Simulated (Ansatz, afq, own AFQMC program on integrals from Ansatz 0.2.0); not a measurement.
## Atomization energy of CHOP, singlet

```xyz
4

O     0.0000    0.0189    1.7341
C     0.0000    0.0338    0.5856
P     0.0000   -0.0670   -1.0874
H     0.0000    1.3572   -1.0865
```

Connectivity, by distances: O–C–PH.

Atoms in their ground-state spins without spin–orbit coupling (mostly on UHF) minus the molecule (RHF), without zero-point energy. The geometry is a stationary point, not shown to be a minimum.

Basis cc-pVDZ. Noble-gas cores (and the filled d shells of Ga–Kr and In–Xe) are frozen. Ansatz 0.2.0 and our own AFQMC program on the same integrals; the CISD trial comes from CCSD amplitudes, and released means the phaseless constraint is let go. Uncertainties: one standard error, sampling alone. The errors of all members are added in quadrature.

No full CI on the walks' own integrals is used here; CCSDT(Q) serves as the reference and is uncertain by about the last step of the cluster series. Each member takes its own surest rung, up to full CI.

The best estimate is CCSD(T) at the basis-set limit (CBS: def2-TZVPP and def2-QZVPP, with their diffuse functions for anions and beside diffuse sets, CCSD(T) itself extrapolated) plus the step from CCSD(T) to CCSDT(Q) in cc-pVDZ. Rows without CBS are in cc-pVDZ; B2PLYP and the wave-function rows carry a basis error of their own. Core correlation and relativity beyond core potentials are missing, and ± holds the sampling alone.

Cautions: other spins of the molecule weren't checked.

| level | atomization energy (eV) |
| --- | --- |
| MP2 | 14.902 |
| HF | 9.303 |
| CCSD | 13.850 |

**Question.** From these cheaper values, estimate the atomization energy at the level of the best estimate.

**Answer.** 16.131 eV (best estimate, highest rung CCSDT(Q)).

```tsv
level	atomization energy (eV)	error against the best estimate (eV)
CCSD(T)	14.301	-1.830
CCSDT	14.306	-1.826
CCSDT(Q)	14.355	-1.776
ph-AFQMC/CISD	14.335 ± 0.031	-1.796 ± 0.031
released AFQMC	14.376 ± 0.058	-1.755 ± 0.058
HF/CBS	9.852	-6.279
MP2/CBS	16.706	0.575
CCSD(T)/CBS	16.079	-0.052
```

Correlation beyond CCSD(T) adds 0.052 eV. Going to the basis-set limit adds 1.778 eV at CCSD(T). The perturbative (T) step is worth +0.452 eV.

Best estimates are given only where the step beyond CCSD(T) is under 0.3 eV and no member's determinant is very poor (T1 over 0.05, or 0.07 for open shells, ⟨S²⟩ too high by 0.3, two states mixed), so the hardest cases are missing from such tables.

CCSDT and higher add their correlation energy to the determinant of the CCSD(T) run, since their own runs factorise the integrals more tightly (a shift of under 2 meV). Each member of a difference takes its own highest rung, so a best estimate needn't equal the limit plus the step of one row. A walk keeps the symmetry of its determinant, which the program's search chose and which needn't be the lowest solution, so a lower state of the same spin and another symmetry isn't excluded. Released energies are given only where the last usable release times agree within the noise; a slower fall can still hide under it.
